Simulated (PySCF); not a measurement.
Compound: C4H4OS.
Geometry (PBE0-D3(BJ)/def2-SVP, Å), atoms numbered from 1 in this order:
```xyz
10
C4H4OS angstrom
C     -1.1976   -0.5159    0.4085
C     -0.6276    0.6953   -0.2851
O     -1.3169    1.6032   -0.6862
C      0.8483    0.7405   -0.4664
C      1.6790   -0.2028   -0.0629
S      2.6335   -1.3270    0.4222
H     -0.9481   -1.4313   -0.1497
H     -2.2867   -0.4102    0.4777
H     -0.7689   -0.6201    1.4169
H      1.2470    1.6264   -0.9708
```

The closed-shell ground state was solved at several levels (PySCF, density fitting, gas phase, non-relativistic).

```tsv
level	basis functions	HOMO (eV)	LUMO (eV)	gap (eV)	dipole (D)
PBE0/pcSseg-1	129	-7.21	-2.82	4.39	2.62
PBE0/def2-SVPD	162	-7.24	-2.87	4.37	2.77
```

(1) Estimate the row for KT3/pcSseg-2, a basis of 279 functions; the other rows only guide the guess.

(2) Over all these levels, which gives the widest orbital gap and which the narrowest?

(3) How far do the dipole and the HOMO energy spread over the levels?

## Answers

(1) HOMO -6.20 eV, LUMO -3.63 eV, gap 2.57 eV, dipole 2.50 D.

(2) PBE0/pcSseg-1 (global hybrid, 25 % exact exchange) has the widest, 4.39 eV, and KT3/pcSseg-2 (GGA) the narrowest, 2.57 eV. Functional and basis both differ between the two, so the spread mixes both effects.

(3) The dipole runs from 2.50 to 2.77 D (mean 2.63 D) and the HOMO from -7.24 to -6.20 eV.

One conformer stands for the species.
